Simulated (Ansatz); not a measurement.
A displaced shape of singlet MgCl2:

```json
{"atom": "Cl", "x (Å)": "-0.0223", "y (Å)": "-0.0001", "z (Å)": "-2.1482"}
{"atom": "Mg", "x (Å)": "0.0180", "y (Å)": "-0.0171", "z (Å)": "0.0434"}
{"atom": "Cl", "x (Å)": "0.0282", "y (Å)": "0.0080", "z (Å)": "2.2335"}
```

It was optimised with HF/def2-SVP in Ansatz (development build ahead of 0.2.0) to forces under 0.001 eV/Å, with restricted orbitals. Each step stands on the lowest determinant of that kind that the program's search found.

**Question.** What shape does it relax to, and how does the optimisation go?

**Answer.**

```xyz
3

Cl   -0.0173   -0.0072   -2.1543
Mg    0.0080   -0.0031    0.0429
Cl    0.0333    0.0010    2.2401
```

Bond lengths: Cl1–Mg2 2.197 Å, Mg2–Cl3 2.197 Å. Angles: Cl1–Mg2–Cl3 180.0°.

```json
{"step": "1", "E − E(start) (eV)": "0.0000", "largest force (eV/Å)": "0.0997"}
{"step": "2", "E − E(start) (eV)": "-0.0007", "largest force (eV/Å)": "0.0210"}
{"step": "3", "E − E(start) (eV)": "-0.0008", "largest force (eV/Å)": "0.0045"}
{"step": "4", "E − E(start) (eV)": "-0.0008", "largest force (eV/Å)": "0.0005"}
```

The optimisation ended after 4 steps with its threshold met.
